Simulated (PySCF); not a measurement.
## Magnesium: a sound run and one with changed settings

Sound run: Mg [Ne] 3s2, Mg⁺ [Ne] 3s1. All numbers are calculated (PySCF 2.14, no relativity, point nucleus, in def2-SVP). In the sound run the correlated levels freeze [Ne]. The sound run starts from symmetry-adapted Hartree-Fock orbitals and uses a fine grid where one is needed.

Changed run: the spin-free X2C one-electron Hamiltonian (Gaussian nucleus). This setting is unsound on purpose.

```tsv
species	method	sound run (hartree)	changed run (hartree)	converged
Mg	UHF	-199.53481	-199.81571	yes
Mg	B3LYP	-200.02024	-200.30099	yes
Mg	MN15	-199.88504	-200.16565	yes
Mg	MP2	-199.55492	-199.83582	yes
Mg	CCSD(T)	-199.56676	-199.84765	yes
Mg⁺	UHF	-199.29272	-199.57319	yes
Mg⁺	B3LYP	-199.73546	-200.01569	yes
Mg⁺	MN15	-199.60677	-199.88690	yes
```

Ionisation energy of Mg:

```json
{"method": "UHF", "sound run (eV)": "6.588", "changed run (eV)": "6.599"}
{"method": "B3LYP", "sound run (eV)": "7.749", "changed run (eV)": "7.763"}
{"method": "MN15", "sound run (eV)": "7.572", "changed run (eV)": "7.585"}
{"method": "MP2", "sound run (eV)": "7.135", "changed run (eV)": "7.147"}
{"method": "SCS-MP2", "sound run (eV)": "7.244", "changed run (eV)": "7.256"}
{"method": "CCSD", "sound run (eV)": "7.457", "changed run (eV)": "7.468"}
{"method": "CCSD(T)", "sound run (eV)": "7.457", "changed run (eV)": "7.468"}
{"method": "CCSDT", "sound run (eV)": "7.457", "changed run (eV)": "7.468"}
{"method": "FCI", "sound run (eV)": "7.457", "changed run (eV)": "7.468"}
```

Most of the change in total energy is the relativistic energy itself. On top of that the contraction fixes the core shape for the Hamiltonian it was made with, so the changed run is not a good calculation with the other Hamiltonian either.

For comparison, NIST gives 7.646 eV between the lowest levels.
